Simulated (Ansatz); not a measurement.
# CHB (triplet): wave-function methods side by side, 6-31G

How much of the correlation energy of CHB (triplet) does each wave-function method recover here?

Computed with Ansatz 0.2.0, Gaussian basis. Level: 6-31G, core rule «outside noble gas», up to 2 orbitals frozen.

To be run: UHF; CCSD(T) on ROHF; CCSD(T) on UHF; BCCD(T) on ROHF; CISD; CCSDT(Q) on ROHF; CCSDT(Q) on UHF; CISDTQ; CCSDTQ on ROHF; CCSDTQ on UHF; CASSCF and MRCISD+Q, 8 electrons in 9 orbitals; CASSCF and NEVPT2, 8 electrons in 9 orbitals; Full CI.

20 further runs of the same task are left out: 6 that didn't finish, 14 set aside as unsound or not needed.

## (1) What is computed

The geometry is a PBE0/def2-TZVP stationary point (not a proven minimum) of the parent state, kept for this charge and spin.

3 atoms, charge 0, spin multiplicity 3.

Atoms are counted from 1 here; the program's logs count them from 0.

Bond lengths: B1–C2 1.464 Å, B1–H3 1.177 Å. Angles: C2–B1–H3 180.0°.

As a file:

```xyz
3
charge 0, multiplicity 3
B     0.0000    0.0000    0.0957
C     0.0000    0.0000   -1.3685
H     0.0000    0.0000    1.2728
```

## (2) UHF

File in.yaml:

```yaml
crystal:
  periodic: [false, false, false]
  atoms:
    - {symbol: B, position_ang: [0.000000, 0.000000, 0.095674]}
    - {symbol: C, position_ang: [0.000000, 0.000000, -1.368483]}
    - {symbol: H, position_ang: [0.000000, 0.000000, 1.272810]}
basis:
  gaussian: {orbitals: 6-31G}
magnetization: {spin_polarized: true, initial_magnetization: 2}
hamiltonian: {xc: hf}
output: {orbitals: {seedname: orbitals}}
```

Launch:

```console
ansatz run in.yaml --threads 1 --pin off --events-out ev --progress --plain --max-ram 2393MiB
```

The runs that follow: CCSD(T) on ROHF; CCSD(T) on UHF; BCCD(T) on ROHF; CISD; CCSDT(Q) on ROHF; CCSDT(Q) on UHF; CISDTQ; CCSDTQ on ROHF; CCSDTQ on UHF; CASSCF and MRCISD+Q, 8 electrons in 9 orbitals; CASSCF and NEVPT2, 8 electrons in 9 orbitals; Full CI.

Before running them: what should the planned runs give, taken together? Wanted: FCI below the RHF energy; RMP2 from FCI; UMP2 from FCI; RCCSD from FCI; RCCSD(T) from FCI; UCCSD(T) from FCI; RCCSDT(Q) from FCI; UCCSDT(Q) from FCI; NEVPT2 valence from FCI.

**Answer**, as computed:

```
                         quantity                                                                                                       value
         FCI below the RHF energy                                                                                                  -3.4429 eV
                    RMP2 from FCI                                                                                             +20.46 kcal/mol
                    UMP2 from FCI                                                                                             +26.74 kcal/mol
                   RCCSD from FCI                                                                                              +3.78 kcal/mol
                RCCSD(T) from FCI                                                                                              +0.96 kcal/mol
                UCCSD(T) from FCI                                                                                              +1.16 kcal/mol
               RCCSDT(Q) from FCI                                                                                              +0.05 kcal/mol
               UCCSDT(Q) from FCI                                                                                              +0.01 kcal/mol
          NEVPT2 valence from FCI                                                                                              +6.44 kcal/mol
        MRCISD+Q valence from FCI                                                                                              +0.22 kcal/mol
levels within 1 kcal/mol (43 meV)  RCCSD(T), RCCSDT, UCCSDT, CISDTQ, RCCSDT(Q), UCCSDT(Q), RCCSDTQ, UCCSDTQ, MRCISD valence, MRCISD+Q valence
                    T1 diagnostic                                                                                                       0.040
   effectively unpaired electrons                                                                                                        2.14
```

What this shows: RCCSD(T) lands +0.96 kcal/mol from the yardstick (1.2 % of the correlation energy). The occupations are near whole numbers, but T1 = 0.040 shows that the orbitals relax strongly. Of the multireference levels listed MRCISD+Q valence comes nearest in total energy (+0.22 kcal/mol), which doesn't show that its space is the better one. Coupled cluster took another determinant than the lowest Hartree-Fock one. These misses are within one basis, not against nature; the frozen cores of restricted and unrestricted runs differ, which can shift their rows.
